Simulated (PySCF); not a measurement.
Species: C4H12NP.
Atom-mapped SMILES: `[CH3:1][N:2]=[P:3]([CH3:4])([CH3:5])[CH3:6]` (hydrogens: H7, H8, H9 on C1; H10, H11, H12 on C4; H13, H14, H15 on C5; H16, H17, H18 on C6)

All values: PBE0/pcSseg-1 (PySCF, non-relativistic), on one gas-phase PBE0-D3(BJ)/def2-SVP geometry that isn't relaxed in the solvent. The solvent is an IEF-PCM continuum (van der Waals radii × 1.2). The model holds no explicit solvent molecules, cavitation or dispersion.

```
run  E − E(gas) (kJ/mol)  HOMO (eV)  HOMO–LUMO gap (eV)  dipole (D)
gas                 0.00      -5.53                6.43        3.41
  P               -23.95      -5.71                6.86        4.33
  Q               -34.80      -5.81                7.04        4.79
```

Q: The runs were made in chloroform and dimethylsulfoxide. Which run belongs to which solvent?

A: P = chloroform, Q = dimethylsulfoxide. The dielectric constants are 4.711 (chloroform), 46.83 (dimethylsulfoxide), and the energy falls further as ε rises. In this model the ground state sees the solvent through ε alone.

Q: How constant is the ratio of the lowering to (ε − 1)/(2ε + 1)?

A: 
```csv
solvent,(ε − 1)/(2ε + 1),E − E(gas) (kJ/mol),ratio (kJ/mol),polarisation term (kJ/mol)
chloroform,0.356,-23.95,-67.3,-27.48
dimethylsulfoxide,0.484,-34.80,-71.9,-42.67
```

The ratio changes by +6.9 % in size from chloroform to dimethylsulfoxide. The polarisation term is half the interaction of the solute with the induced surface charges.
